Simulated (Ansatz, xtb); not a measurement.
**Ligand exchange: C2H3F3 + NaSH → CHF3S + CH3Na**

Species: C2H3F3 (1,1,1-trifluoroethane) `CC(F)(F)F`, singlet; NaSH `[Na][SH]`, singlet; CHF3S (trifluoromethanethiol) `FC(F)(F)S`, singlet; CH3Na `[CH3][Na]`, singlet. The partners trade CH3 for SH: C–CH3 and Na–SH bonds give way to C–SH and Na–CH3.

Shapes, held fixed at every level: PBE0-D4/def2-TZVP. Programs: Ansatz 0.2.0, xtb 6.7.1. The zero-point and thermal change to 298 K, harmonic and unscaled (PBE0-D4/def2-TZVP), is -9.4 kJ/mol.

| level | kind | ΔH(298 K) (kJ/mol) | less CCSD(T)/def2-TZVPP | CPU time (sum over the molecules) |
| --- | --- | --- | --- | --- |
| GFN1-xTB | semi-empirical | +187.1 | -55.2 | 0.099 s |
| HF/def2-TZVPP | Hartree–Fock | +281.5 | +39.2 | – |
| r2SCAN-D4/def2-TZVPP | meta-GGA | +241.7 | -0.6 | 14 s |
| PBE0-D4/def2-TZVPP | global hybrid | +238.4 | -3.9 | 8.8 s |
| r2SCAN0-D4/def2-TZVPP | global hybrid | +252.9 | +10.6 | 14 s |
| wB97M-V/def2-TZVPP | range-separated hybrid | +236.8 | -5.5 | 32 s |
| wB97X-V/def2-TZVPP | range-separated hybrid | +244.4 | +2.1 | 25 s |
| B2PLYP/def2-TZVPP | double hybrid | +238.3 | -4.0 | 16 s |
| CCSD(T)/def2-TZVPP | coupled cluster or CI | +242.3 | 0.0 | 2.1 min |

The highest level, CCSD(T)/def2-TZVPP, gives ΔH(298 K) = +242.3 kJ/mol; the levels span +187.1 to +281.5. The column of differences is taken from that level and isn't an error. No measured value is set beside it here. Outer-core shells of Na are correlated in most correlated rows, in sets that cover them unevenly. Times are processor times on shared x86 and Arm servers, and rough.
